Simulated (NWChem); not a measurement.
System: CH3O, doublet; SMILES [O]C

NWChem input:

```
start job
memory heap 200 mb stack 900 mb global 1100 mb
geometry units angstroms noautosym nocenter noautoz
  C     -0.006837    -0.565579     0.038175
  O     -0.011847     0.768743    -0.125853
  H      0.579607    -1.144467    -0.727205
  H      0.547231    -0.755966     1.007569
  H     -1.014655    -1.035955     0.205085
end
basis spherical
  * library aug-cc-pvtz-j
end
dft
  odft
  mult 2
  xc pbe0
  iterations 150
end
property
  hyperfine
end
task dft property
```

Output (shortened):

```
             Northwest Computational Chemistry Package (NWChem) 7.3.0
             --------------------------------------------------------

                             Geometry "geometry" -> ""
                             -------------------------

 Output coordinates in angstroms (scale by  1.889725989 to convert to a.u.)

  No.       Tag          Charge          X              Y              Z
 ---- ---------------- ---------- -------------- -------------- --------------
    1 C                    6.0000    -0.00683700    -0.56557900     0.03817500
    2 O                    8.0000    -0.01184700     0.76874300    -0.12585300
    3 H                    1.0000     0.57960700    -1.14446700    -0.72720500
    4 H                    1.0000     0.54723100    -0.75596600     1.00756900
    5 H                    1.0000    -1.01465500    -1.03595500     0.20508500

 Effective nuclear repulsion energy (a.u.)      34.4116563064

                              NWChem Property Module
                              ----------------------

  itol2e modified to match energy
  convergence criterion.

                                 NWChem DFT Module
                                 -----------------

 Summary of "ao basis" -> "ao basis" (spherical)
 ------------------------------------------------------------------------------
       Tag                 Description            Shells   Functions and Types
 ---------------- ------------------------------  ------  ---------------------
 C                       aug-cc-pvtz-j              18       46   9s5p3d1f
 O                       aug-cc-pvtz-j              18       46   9s5p3d1f
 H                       aug-cc-pvtz-j              10       20   6s3p1d

  itol2e modified to match energy
  convergence criterion.

            General Information
            -------------------
          SCF calculation type: DFT
          Wavefunction type:  spin polarized.
          No. of atoms     :     5
          No. of electrons :    17
           Alpha electrons :     9
            Beta electrons :     8
          Charge           :     0
          Spin multiplicity:     2
          Use of symmetry is: off; symmetry adaption is: off
          Maximum number of iterations: 150
          AO basis - number of functions:   152
                     number of shells:    66
          Convergence on energy requested:  1.00D-07
          Convergence on density requested:  1.00D-05
          Convergence on gradient requested:  5.00D-04

              XC Information
              --------------
                         PBE0 Method XC Functional
                     Hartree-Fock (Exact) Exchange  0.250
          PerdewBurkeErnzerhof Exchange Functional  0.750
            Perdew 1991 LDA Correlation Functional  1.000 local
           PerdewBurkeErnz. Correlation Functional  1.000 non-local

             Grid Information
             ----------------
          Grid used for XC integration:  fine
          Radial quadrature: Mura-Knowles
          Angular quadrature: Lebedev.
          Tag              B.-S. Rad. Rad. Pts. Rad. Cut. Ang. Pts.
          ---              ---------- --------- --------- ---------
          C                   0.70       70          12.0       590
          O                   0.60       70          12.0       590
          H                   0.35       60          13.0       590
          Grid pruning is: on
          Number of quadrature shells:   320
          Spatial weights used:  Erf1

      Superposition of Atomic Density Guess
      -------------------------------------

 Sum of atomic energies:        -113.95233560

      Non-variational initial energy
      ------------------------------

 Total energy =    -114.533859
 1-e energy   =    -222.870770
 2-e energy   =      73.925255
 HOMO         =      -0.323614
 LUMO         =       0.024169

   convergence    iter        energy       DeltaE   RMS-Dens  Diis-err
 ---------------- ----- ----------------- --------- --------- ---------
 d= 0,ls=0.0,diis     1   -114.8836459932 -1.49D+02  2.62D-03  2.73D-01
                                                     3.43D-03  3.04D-01
 d= 0,ls=0.0,diis     2   -114.8343728680  4.93D-02  2.28D-03  3.68D-01
                                                     2.17D-03  2.83D-01
 d= 0,ls=0.0,diis     3   -114.9547418303 -1.20D-01  4.57D-04  3.01D-02
                                                     6.93D-04  3.60D-02
 d= 0,ls=0.0,diis     4   -114.9668675375 -1.21D-02  1.78D-04  1.03D-03
                                                     1.77D-04  7.39D-04
 d= 0,ls=0.0,diis     5   -114.9673464828 -4.79D-04  6.88D-05  2.45D-04
                                                     8.77D-05  2.32D-04
  Resetting Diis
 d= 0,ls=0.0,diis     6   -114.9674950128 -1.49D-04  3.86D-05  4.37D-05
                                                     2.39D-05  1.79D-05
 d= 0,ls=0.0,diis     7   -114.9675153397 -2.03D-05  6.59D-06  9.44D-07
                                                     5.27D-06  5.27D-07
 d= 0,ls=0.0,diis     8   -114.9675157837 -4.44D-07  2.60D-06  3.56D-07
                                                     3.05D-06  4.64D-07
 d= 0,ls=0.0,diis     9   -114.9675159481 -1.64D-07  1.89D-06  1.18D-07
                                                     1.07D-06  4.91D-08
 d= 0,ls=0.0,diis    10   -114.9675159931 -4.50D-08  7.20D-07  1.05D-08
                                                     1.10D-06  1.87D-08

         Total DFT energy =     -114.967515993126
      One electron energy =     -224.388552587113
           Coulomb energy =       89.926767678463
    Exchange-Corr. energy =      -14.917387390900
 Nuclear repulsion energy =       34.411656306424

 Numeric. integr. density =       17.000000133286

                    DFT Final Alpha Molecular Orbital Analysis
                    ------------------------------------------

 Vector    7  Occ=1.000000D+00  E=-4.648806D-01
              MO Center= -6.0D-03,  4.0D-01, -7.3D-02, r^2= 1.3D+00
   Bfn.  Coefficient  Atom+Function         Bfn.  Coefficient  Atom+Function
  ----- ------------  ---------------      ----- ------------  ---------------
    57      0.592564  2 O  py                11     -0.408228  1 C  py
    54      0.193685  2 O  s                 66      0.193390  2 O  py
    53      0.149728  2 O  s                 93      0.108702  3 H  s
   133      0.108774  5 H  s                113      0.096320  4 H  s
    20     -0.077710  1 C  py                55      0.066289  2 O  s

 Vector    8  Occ=1.000000D+00  E=-3.472073D-01
              MO Center=  8.2D-02, -7.1D-03,  1.2D-01, r^2= 1.7D+00
   Bfn.  Coefficient  Atom+Function         Bfn.  Coefficient  Atom+Function
  ----- ------------  ---------------      ----- ------------  ---------------
    58      0.508150  2 O  pz               113     -0.315064  4 H  s
    56      0.299879  2 O  px                12     -0.271845  1 C  pz
    67      0.235334  2 O  pz                10     -0.162363  1 C  px
    21     -0.160098  1 C  pz                93      0.143589  3 H  s
   133      0.143362  5 H  s                 65      0.138858  2 O  px

 Vector    9  Occ=1.000000D+00  E=-3.068028D-01
              MO Center= -5.2D-02,  2.2D-01, -1.3D-01, r^2= 1.6D+00
   Bfn.  Coefficient  Atom+Function         Bfn.  Coefficient  Atom+Function
  ----- ------------  ---------------      ----- ------------  ---------------
    56      0.568582  2 O  px                58     -0.332201  2 O  pz
    65      0.267971  2 O  px                93     -0.220482  3 H  s
   133      0.220564  5 H  s                 10     -0.195818  1 C  px
    67     -0.156562  2 O  pz                19     -0.140315  1 C  px
    12      0.114421  1 C  pz                21      0.081961  1 C  pz

 Vector   10  Occ=0.000000D+00  E=-3.519923D-03
              MO Center=  1.7D-01, -1.5D+00,  4.4D-01, r^2= 1.2D+01
   Bfn.  Coefficient  Atom+Function         Bfn.  Coefficient  Atom+Function
  ----- ------------  ---------------      ----- ------------  ---------------
     9      1.962369  1 C  s                  8      0.902399  1 C  s
   118     -0.855106  4 H  s                 98     -0.618809  3 H  s
   138     -0.618575  5 H  s                 55     -0.531652  2 O  s
    97     -0.456719  3 H  s                137     -0.456788  5 H  s
   117     -0.341203  4 H  s                 69      0.186468  2 O  py

[...]

          ----------------------
          Hyperfine Interactions
          ----------------------

 Total Spin Density (Fermi Contact Term)
 ------------------ --------------------
     Atom            x         y         z       Density (a.u.)      Aiso(MHz)     Aiso(Gauss)
     1  13-C     -0.01292  -1.06879   0.07214      -0.038441        -43.214880     -15.420118
     2  17-O     -0.02239   1.45271  -0.23783       0.081260        -49.259654     -17.577040
     3   1-H      1.09530  -2.16273  -1.37422       0.012184         54.459681      19.432536
     4   1-H      1.03412  -1.42857   1.90403       0.066047        295.222172     105.342434
     5   1-H     -1.91742  -1.95767   0.38755       0.012139         54.261065      19.361665

           -------------------------------------------
           Anisotropic Interaction (Spin-Dipolar Term)
           -------------------------------------------

 ------------------------------------------------------------
     Atom            x         y         z
 ------------------------------------------------------------
     1  13-C     -0.01292  -1.06879   0.07214

   Spin-Dipolar term (a.u.)
        xx             yy             zz             xy             xz             yz
 ------------------------------------------------------------------------------------------
      -0.032843       0.033719      -0.000876       0.005449       0.028637      -0.000432

   Principal Comp. of -hf- tensor (au)            Anisotropic -hfcc- (MHz)               Anisotropic -hfcc- (Gauss)
 --------------------------------------------------------------------------------------------------------------------------
     -0.049944     0.034316     0.015628      -6.702026     4.604941     2.097085      -2.391445     1.643155     0.748291

   Orientation of the principal axis of Hyperfine Tensor w.r.t absolute (molecular) frame
 --------------------------------------------------------------------------------------------------------------------------
      0.861958     0.115077     0.493746
     -0.058738     0.990008    -0.128199
     -0.503565     0.081500     0.860105

 ------------------------------------------------------------
     Atom            x         y         z
 ------------------------------------------------------------
     2  17-O     -0.02239   1.45271  -0.23783

   Spin-Dipolar term (a.u.)
        xx             yy             zz             xy             xz             yz
 ------------------------------------------------------------------------------------------
      -0.409525      -1.738153       2.147679       0.196575       2.314519       0.332127

   Principal Comp. of -hf- tensor (au)            Anisotropic -hfcc- (MHz)               Anisotropic -hfcc- (Gauss)
 --------------------------------------------------------------------------------------------------------------------------
     -1.775160    -1.766334     3.541494     128.449348   127.810690  -256.260037      45.833844    45.605955   -91.439799

   Orientation of the principal axis of Hyperfine Tensor w.r.t absolute (molecular) frame
 --------------------------------------------------------------------------------------------------------------------------
      0.861931     0.014675     0.506813
     -0.059818     0.995543     0.072905
     -0.503484    -0.093156     0.858968

 ------------------------------------------------------------
     Atom            x         y         z
 ------------------------------------------------------------
     3   1-H      1.09530  -2.16273  -1.37422

   Spin-Dipolar term (a.u.)
        xx             yy             zz             xy             xz             yz
 ------------------------------------------------------------------------------------------
      -0.003014       0.012029      -0.009016      -0.009365      -0.005079       0.009463

   Principal Comp. of -hf- tensor (au)            Anisotropic -hfcc- (MHz)               Anisotropic -hfcc- (Gauss)
 --------------------------------------------------------------------------------------------------------------------------
     -0.007466     0.020430    -0.012964      -3.983496    10.900289    -6.916794      -1.421408     3.889488    -2.468080

   Orientation of the principal axis of Hyperfine Tensor w.r.t absolute (molecular) frame
 --------------------------------------------------------------------------------------------------------------------------
      0.883691    -0.411586     0.222907
      0.461742     0.844596    -0.271021
     -0.076718     0.342424     0.936408

 ------------------------------------------------------------
     Atom            x         y         z
 ------------------------------------------------------------
     4   1-H      1.03412  -1.42857   1.90403

   Spin-Dipolar term (a.u.)
        xx             yy             zz             xy             xz             yz
 ------------------------------------------------------------------------------------------
      -0.009512       0.004145       0.005367      -0.006779       0.011392      -0.013907

   Principal Comp. of -hf- tensor (au)            Anisotropic -hfcc- (MHz)               Anisotropic -hfcc- (Gauss)
 --------------------------------------------------------------------------------------------------------------------------
     -0.015718    -0.008019     0.023737      -8.386317    -4.278382    12.664699      -2.992442    -1.526630     4.519072

   Orientation of the principal axis of Hyperfine Tensor w.r.t absolute (molecular) frame
 --------------------------------------------------------------------------------------------------------------------------
      0.861387     0.353746     0.364521
     -0.059229     0.782688    -0.619590
     -0.504484     0.512117     0.695149

 ------------------------------------------------------------
     Atom            x         y         z
 ------------------------------------------------------------
     5   1-H     -1.91742  -1.95767   0.38755

   Spin-Dipolar term (a.u.)
        xx             yy             zz             xy             xz             yz
 ------------------------------------------------------------------------------------------
      -0.000524       0.008867      -0.008344       0.013748      -0.006373      -0.004063

   Principal Comp. of -hf- tensor (au)            Anisotropic -hfcc- (MHz)               Anisotropic -hfcc- (Gauss)
 --------------------------------------------------------------------------------------------------------------------------
     -0.012956     0.020424    -0.007468      -6.912578    10.897270    -3.984692      -2.466576     3.888410    -1.421835

   Orientation of the principal axis of Hyperfine Tensor w.r.t absolute (molecular) frame
 --------------------------------------------------------------------------------------------------------------------------
      0.677758     0.582537    -0.448658
     -0.302145     0.776935     0.552340
      0.670337    -0.238793     0.702585
```

Level: PBE0/aug-cc-pVTZ-J, spin-unrestricted, contact and dipolar terms. The radical's symmetric form is orbitally degenerate, so geometry and low modes hang on which distorted state is reached. Coordinates come from a PBE-D3(BJ)/def2-SVP, spin-unrestricted optimisation. No stability test was run on the SCF state.
